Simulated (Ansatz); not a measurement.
**AlBFH₃ (SMILES [BH2][AlH][F]): single points off equilibrium**

The task here is to estimate one member of a computed series from the others.

Program: Ansatz 0.2.0, Gaussian basis. Level of theory: single points in def2-TZVPP. These are calculated values, not measurements.

Correlated methods freeze the cores.

1 further run of the same task is left out (it didn't finish).

## The starting structure

SMILES `[BH2][AlH][F]`, 6 atoms, charge 0, spin multiplicity 1.

Atoms are counted from 1 here; the program's logs count them from 0.

Bond lengths: B1–Al2 2.155 Å, B1–H4 1.179 Å, B1–H5 1.182 Å, Al2–F3 1.670 Å, Al2–H6 1.642 Å. Angles: Al2–B1–H4 125.6°, Al2–B1–H5 118.5°, H4–B1–H5 115.8°, B1–Al2–F3 120.5°, B1–Al2–H6 129.1°, F3–Al2–H6 110.0°.

As a file:

| atom | x (Å) | y (Å) | z (Å) |
| --- | --- | --- | --- |
| B1 | -0.8435 | 0.4310 | -0.7182 |
| Al2 | 0.7022 | -0.3045 | 0.5906 |
| F3 | 0.7135 | -1.9028 | 1.0737 |
| H4 | -1.7660 | -0.1915 | -1.1086 |
| H5 | -0.8019 | 1.5613 | -1.0618 |
| H6 | 2.0713 | 0.4455 | 1.0985 |

Set-up of the first run:

Contents of run/in.yaml:

```yaml
crystal:
  periodic: [false, false, false]
  atoms:
    - {symbol: B, position_ang: [-0.843479, 0.431012, -0.718183]}
    - {symbol: Al, position_ang: [0.702227, -0.304531, 0.590558]}
    - {symbol: F, position_ang: [0.713545, -1.902831, 1.073684]}
    - {symbol: H, position_ang: [-1.765984, -0.191496, -1.108606]}
    - {symbol: H, position_ang: [-0.801902, 1.561257, -1.061820]}
    - {symbol: H, position_ang: [2.071330, 0.445524, 1.098488]}
basis:
  gaussian: {orbitals: def2-TZVPP}
hamiltonian: {xc: pbe, dispersion: d4}
output: {forces: true}
```

The run is started by

```console
$ ansatz run in.yaml --threads 2 --pin off --events-out ev --progress --plain --max-ram 3481MiB
```

Steps of the session up to this table: PBE-D4/def2-TZVPP; r2SCAN-D4/def2-TZVPP; PBE0-D4/def2-TZVPP; wB97M-V/def2-TZVPP; CCSD(T)/def2-TZVPP.

One table of the session follows, with a row left open; its other results are not shown here.

```
   method  RMS force component (eV/Å)  angle to CCSD(T) forces (°)  dipole (D)
   PBE-D4                       0.309                         29.9        1.93
r2SCAN-D4                       0.319                          3.2        1.96
  PBE0-D4                       0.324                          5.3        2.03
  wB97M-V                           ?                            ?           ?
  CCSD(T)                       0.337                    reference        1.94
```

Q: Estimate the row for wB97M-V from the others.

**Answer.** RMS force component (eV/Å): 0.318; angle to CCSD(T) forces (°): 12.2; dipole (D): 1.98. In the column «RMS force component (eV/Å)» it lies between PBE-D4 (0.309) and r2SCAN-D4 (0.319).
